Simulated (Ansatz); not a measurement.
# Structure relaxation of AgO2

The calculation used DFT PBE, scalar-relativistic, plane waves, PAW (Ansatz). Cutoff 420 eV, Γ-centred k mesh, Gaussian smearing, collinear spin, first started from parallel moments.

The start puts AgO2 on the fluorite structure type (Fm-3m, No. 225), with Ag in place of Ca, O in place of F, at a guessed volume.

```
CELL_PARAMETERS angstrom
0.00000 2.56906 2.56906
2.56906 0.00000 2.56906
2.56906 2.56906 0.00000
ATOMIC_POSITIONS crystal
Ag 0.00000 0.00000 0.00000
O 0.25000 0.25000 0.25000
O 0.75000 0.75000 0.75000
```

Cell and atoms relax at zero pressure; the relaxation can't lower the symmetry of the start.

The zero of energy is the elements' standard structures at the same level (O₂ as a molecule); no fitted shifts are applied.

Task: What does it relax into?

Result: It keeps Fm-3m (No. 225). The result has the fluorite structure. Conventional cell: a = 5.211 Å. Around Ag lie 8 O at 2.26 Å; O has 4 Ag at 2.26 Å and 6 O at 2.61 Å.

```cif
data_structure
_symmetry_space_group_name_H-M 'Fm-3m'
_symmetry_Int_Tables_number 225
_cell_length_a 5.2115
_cell_length_b 5.2115
_cell_length_c 5.2115
_cell_angle_alpha 90.000
_cell_angle_beta 90.000
_cell_angle_gamma 90.000
_cell_volume 141.54
loop_
_atom_site_label
_atom_site_type_symbol
_atom_site_symmetry_multiplicity
_atom_site_Wyckoff_symbol
_atom_site_fract_x
_atom_site_fract_y
_atom_site_fract_z
_atom_site_occupancy
Ag1 Ag 4 a 0.00000 0.00000 0.00000 1
O1 O 8 c 0.25000 0.75000 0.75000 1
```

Task: What are its volume, energy, gap and moment?

Result: The volume per atom is 11.80 Å³, the density is 6.56 g/cm³ and the energy over the elements is 0.54 eV/atom. The gap on the 16×16×16 mesh is 0 eV (a metal), the net moment per atom is 0.60 μB and the largest site moment is 0.68 μB.

The final run used a 16×16×16 mesh on its 3-atom cell and 0.10 eV smearing. The k mesh leaves about 4 meV/atom of noise in metals. A structure relaxed within its symmetry needn't be a true minimum. The steps took of the order of 70 core-seconds in all.

Cost: 2 runs of about 1.2 core-minutes in all, on Intel Xeon Platinum 8488C (Sapphire Rapids) (shared hosts).